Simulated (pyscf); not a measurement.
Thermochemistry of product channels of H₃C–F + Cl• on the doublet surface, in eV, from CCSD(T)/def2-TZVPP + ΔMP2(QZVPP) energies (ideal gas, 1 atm, RRHO with modes under 100 cm⁻¹ raised to 100, one conformer, R ln 2 for rigid chiral ones). Optimised with ωB97X-D3(BJ)/def2-SVP in PySCF. MP2 and CC: frozen core, UHF for open shells. ΔMP2 is the change of the MP2 total energy from the triple- to the quadruple-zeta basis.

```
products               ΔE  ΔH(298 K)  ΔG(600 K)  ΔG(1200 K)
-------------  ----------  ---------  ---------  ----------
CH₃• + F–Cl         +2.32      +2.14      +1.92       +1.67
F–CH₂–Cl + H•       +0.93      +0.72      +0.72       +0.67
•H₂C–F + HCl        +0.09      -0.09      -0.36       -0.65
H₃C–Cl + F•    (withheld)      +1.14      +1.11  (withheld)
```

What belongs in the gaps?


- H₃C–Cl + F•, ΔE: +1.18
- H₃C–Cl + F•, ΔG(1200 K): +1.06

These are energies of the channels, which say nothing of barriers. The CCSD(T) − MP2 part came from Ansatz, without density fitting, on the same reference. Left out: orbital degeneracy and the spin-orbit lowering of Cl, F.
